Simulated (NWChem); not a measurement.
**A calculation on tetrafluoroethylene (C2F4)**

SMILES: FC(F)=C(F)F
```xyz
6

F      1.0955     0.0000     1.3807
C      0.0000     0.0000     0.6647
F     -1.0955     0.0000     1.3807
C      0.0000     0.0000    -0.6647
F     -1.0955     0.0000    -1.3807
F      1.0955     0.0000    -1.3807
```
Charge 0, spin multiplicity 1.

All runs are NWChem calculations. Structure: optimised with PBE0/def2-SVP, a minimum by its harmonic frequencies.

No SCF solution was tested for a lower state.

Worked example. At BP86/def2-TZVP the parent has a total energy of -475.72877 Ha and the doublet with one electron less, at the same geometry, -475.36418 Ha. The vertical ionisation energy is their difference.

ΔE = -475.36418 − (-475.72877) = 0.36459 Ha. Times 27.2114 eV/Ha this is 9.92 eV, or 957 kJ/mol; λ = 1239.84/9.92 = 125.0 nm. No relaxation of the ion's geometry and no zero-point term enter.
